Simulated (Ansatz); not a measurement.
Geometry optimisation, UKS r2SCAN/def2-SVP in Ansatz.

Input:

```yaml
crystal:
  periodic: [false, false, false]
  atoms:
    - { symbol: B, position_ang: [0.0, 0.0, 0.0] }
    - { symbol: H, position_ang: [0.0, 0.0, 1.44] }
    - { symbol: H, position_ang: [1.0305, 0.0, -0.595] }
    - { symbol: H, position_ang: [-1.0305, 0.0, -0.595] }
    - { symbol: "N", position_ang: [0.0, 0.0, 2.8] }
    - { symbol: H, position_ang: [-0.496, -0.7725, 3.33] }
    - { symbol: H, position_ang: [0.496, 0.7725, 3.33] }
magnetization:
  spin_polarized: true
  initial_magnetization: 1
basis:
  gaussian: { orbitals: def2-SVP }
hamiltonian:
  xc: r2scan
relax:
  f_tol: 0.15
  max_steps: 25
  restrain:
    - { distance: [1, 4], at: 1.06, k: 30.0 }
    - { distance: [0, 1], at: 2.39, k: 30.0 }
```

Launched with:

```bash
$ ansatz run input.yaml --threads 1 --pin off --max-ram 2048MiB --backend cpu --events-out ev --progress --plain --runs-dir out
```

Question: Where does it end, and by what steps?

Answer: The forces met the threshold. The restraints hold the end off the free minimum; the threshold counts their pulls, which the force column leaves out. Restrained pairs: H2–N5 (1.36 → 1.05 Å), B1–H2 (1.44 → 2.37 Å). After 18 steps the energy has fallen by 3.177 eV (the restraints' own energy left out); H2 moved furthest, 1.51 Å.

```
step  energy less start (eV)  largest force component (eV/Å)  accepted
   0                  0.0000                           1.764       yes
   1                 -0.5609                           3.223       yes
   2                 -0.8354                           3.327       yes
   3                 -1.0037                           1.885       yes
   4                 -1.0900                           1.346       yes
   5                 -1.1817                           1.294       yes
   6                 -1.3666                           1.030       yes
   7                 -1.4087                           0.755       yes
   8                 -1.4544                           0.458       yes
   9                 -1.4895                           1.191       yes
  10                 -1.6268                           1.091       yes
  11                 -1.8359                           1.382       yes
  12                 -2.2216                           1.344       yes
  13                 -2.7227                           1.403       yes
  14                 -3.1080                           1.355       yes
  15                 -3.1140                           0.753       yes
  16                 -3.1693                           0.824       yes
  17                 -3.1678                           0.824        no
  18                 -3.1768                           0.774       yes
```

```xyz
7
Properties=species:S:1:pos:R:3
B 0.072 0.088 0.378
H -0.761 0.779 2.483
H 1.157 -0.360 0.106
H -0.969 -0.254 -0.132
N -0.066 0.137 2.033
H -0.275 -0.792 2.423
H 0.843 0.403 2.419
```

Run time: 50 s on 1 thread of Intel(R) Xeon(R) Platinum 8375C CPU @ 2.90GHz (Ice Lake), on a shared host, peak memory 0.16 GiB.
